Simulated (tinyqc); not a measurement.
Inside a calculation. Method: coupled-perturbed Hartree-Fock on RHF in the sto-3g basis, for H3O+, spin multiplicity 1. One step of it, computed by the program tinyqc.

Problem. Response to a field: uncoupled start. Field along z; U_ai = -mu_ai / (e_a - e_i), alpha = -4 sum U_ai mu_ai.

orbital energies (hartree): MO1 -20.891099, MO2 -1.842805, MO3 -1.140843, MO4 -1.140839, MO5 -0.949015, MO6 0.140400, MO7 0.299178, MO8 0.299337

dipole integrals <a|z|i> (bohr):
```
,i1,i2,i3,i4,i5
a6,-0.025176,0.079706,-0.000361,0.000000,-0.089236
a7,0.000000,0.000000,0.000000,0.345368,0.000000
a8,0.000033,-0.000171,-0.345373,0.000000,0.000087
```

Give: uncoupled U; uncoupled polarisability.

Solution.

uncoupled U:
```
,i1,i2,i3,i4,i5
a6,0.0012,-0.0402,0.0003,0.0000,0.0819
a7,0.0000,0.0000,0.0000,-0.2398,0.0000
a8,0.0000,0.0001,0.2398,0.0000,-0.0001
```

uncoupled polarisability = 0.7048 bohr^3
